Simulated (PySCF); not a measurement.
# Nuclear quadrupole coupling in `C=CC[S-]`

Compound: C3H5S (charge -1).
Z-matrix (Å and degrees, PBE0-D3(BJ)/def2-SVP geometry), rows numbered from 1:
```
C 
C   1  1.3432
C   2  1.4906  1  127.25
S   3  1.8213  2  108.58  1  -119.03
H   1  1.0966  2  120.98  3    -1.67
H   1  1.0959  2  121.99  3   174.97
H   2  1.0989  1  119.22  3  -176.01
H   3  1.1127  2  108.60  1   119.38
H   3  1.1103  2  108.89  1     4.68
```

Field gradients from the PBE0/pcSseg-1 density (PySCF, non-relativistic), principal values in atomic units, ordered |Vxx| ≤ |Vyy| ≤ |Vzz|:

```csv
atom,Vxx,Vyy,Vzz
S4,-1.3685,-1.7670,3.1356
```

Task: Find the asymmetry η = (Vxx − Vyy)/Vzz and the couplings χ = eQV/h (234.96 MHz × Q in barn × V in au), with Q(33S) = −0.0678 b.

Result: 
| atom | environment | nucleus | η | χzz (MHz) | χxx (MHz) | χyy (MHz) |
| --- | --- | --- | --- | --- | --- | --- |
| S4 | thiolate sulfur | 33S | 0.13 | -49.95 | 21.80 | 28.15 |

Task: What is Vzz at S4 in SI units (1 au = 9.71736 × 10²¹ V/m²)?

Result: 3.1356 au = 30.469 × 10²¹ V/m².

Task: And the gradient at the other heavy atoms, for which no coupling is worked out here?

Result: 
```
atom                 environment  Vzz (au)     η
  C1        terminal =CH2 carbon    -0.138  0.46
  C2            alkene CH carbon     0.431  0.36
  C3  sp3 carbon bound to sulfur    -0.062  0.73
```

Task: What couplings would deuterons (Q(2H) = 0.00286 b) have in place of the hydrogens, at this geometry?

Result: 
| atom | bonded to | bond length (Å) | Vzz (au) | η | χzz (kHz) |
| --- | --- | --- | --- | --- | --- |
| H5 | C1 | 1.097 | 0.3113 | 0.09 | 209 |
| H6 | C1 | 1.096 | 0.3139 | 0.09 | 211 |
| H7 | C2 | 1.099 | 0.2993 | 0.05 | 201 |
| H8 | C3 | 1.113 | 0.2802 | 0.04 | 188 |
| H9 | C3 | 1.110 | 0.2830 | 0.04 | 190 |

Geometry: PBE0-D3(BJ)/def2-SVP, one conformer, isolated ion. The pcSseg-1 basis has no diffuse functions, a weakness for an anion. The HOMO energy is positive at this level (+0.45 eV), so the outermost electrons may be held by the finite basis alone. With so small a basis the couplings can be 20 % off.
